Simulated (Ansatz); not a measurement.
# Pulling the pair apart

The pair of HCl (SMILES Cl, atoms 1–2) and N$_{2}$ (SMILES N#N, atoms 3–4), both closed shells, in one local arrangement (a lower one may exist), relaxed at PBE0-D4/def2-TZVP:

Cl1  (-0.003, 0.174, -2.392)
H2  (0.000, 0.080, -1.114)
N3  (0.002, -0.088, 1.210)
N4  (0.002, -0.166, 2.296)
(Å)

N$_{2}$ is shifted rigidly along the line between the mean atom positions of the two fragments (negative: closer). Counterpoise interaction energies in kJ/mol. Program: Ansatz 0.2.0. Basis: def2-TZVPPD. Cores are frozen in the correlated methods. B3LYP uses VWN-RPA correlation.

| shift (Å) | B3LYP-D4 | PBE0-D4 | PBE-D4 |
| --- | --- | --- | --- |
| -0.36 | -0.9 | -2.0 | -3.4 |
| -0.18 | -4.3 | -5.0 | -6.1 |
| 0.00 | -5.2 | -5.8 | -6.6 |
| 0.18 | -5.0 | -5.5 | -6.2 |
| 0.43 | -4.1 | -4.6 | -5.1 |
| 0.90 | -2.4 | -2.8 | -3.1 |
| 1.81 | -0.9 | -1.1 | -1.1 |
| 3.61 | -0.2 | -0.2 | -0.2 |

Task: What does CCSD(T) give at these shifts? (To be estimated.)

Result: By the calculation: 0.9, -3.3, -4.8, -4.9, -4.2, -2.6, -1.0, -0.2 kJ/mol. For zero shift, CCSD(T) at an estimated basis limit (MP2 extrapolated from triple and quadruple zeta, plus CCSD(T) − MP2 in triple zeta) gives -5.4 kJ/mol. These are counterpoise interaction energies, counted from the two frozen fragments.

T1 diagnostic: at most 0.011.

For scale, one of the runs: CCSD(T)/def2-TZVPPD, 142 basis functions, launched by `ansatz run in.yaml --threads 2 --pin off --events-out ev --progress --plain --max-ram 5222MiB`. Time: 7.5 s of wall clock on 2 CPU threads of an Arm Neoverse V1; the host was shared. Peak host memory: 0.6 GiB.
